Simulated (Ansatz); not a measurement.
Compare A (`OC1=CN1`) with its isomer B (`N=C=CO`).

Program: Ansatz. Geometries: PBE0-D4/def2-TZVP. ΔE: electronic, gas phase. CCSD(T)/CBS adds triple-zeta CCSD(T) − MP2 to the extrapolated MP2 energy (def2 sets, frozen cores). DFT in def2-TZVPP. B3LYP here is the variant with VWN-RPA as its local correlation; programs differ in this. Each species was taken in one conformer, which may not be the lowest.

A:

```xyz
7

O    -1.044    1.228    0.378
C    -0.229    0.209    0.229
C     0.472   -0.753    0.686
N     0.270   -0.546   -0.874
H    -1.291    1.549   -0.498
H     0.705   -1.590    1.311
H     1.118   -0.097   -1.233
```

B:

Z-matrix (Å, degrees):
```
C
C 1 1.310
O 1 1.372 2 126.0
H 1 1.081 2 120.1 3 -176.8
N 2 1.228 1 171.7 3 -92.7
H 3 0.961 1 109.4 2 15.8
H 5 1.022 2 114.0 1 -178.4
```

(1) Which is lower in electronic energy at CCSD(T)/CBS, and by how much? (Estimate.)

(2) Give E(B) − E(A) in kcal/mol with B3LYP-D4, CCSD/def2-TZVPP, r2SCAN-D4, PBE-D4, ωB97M-V, LDA (SPW92), B3LYP. (An estimate is asked.)

(3) Does the order hold for the free energy at 298.15 K (harmonic terms from PBE0-D4)? (An estimate is asked.)

Largest T1 diagnostic: 0.014.

## Answers

(1) Ansatz gave: B, by 39.9 kcal/mol.

(2) Ansatz gave: B3LYP-D4 -43.5, CCSD/def2-TZVPP -41.3, r2SCAN-D4 -41.3, PBE-D4 -39.8, ωB97M-V -40.1, LDA (SPW92) -37.5, B3LYP -43.7. None reverses the order clearly.

(3) Ansatz gave: Yes: G(B) − G(A) = -39.8 kcal/mol, for one conformer each.

From BLYP to BHLYP (50 % exact exchange), in def2-TZVPP and without D4, E(B) − E(A) moves by +0.8 kcal/mol. At CCSD(T), def2-SVP lies −1.2 kcal/mol from the extrapolated value and def2-TZVPP −0.8 kcal/mol.
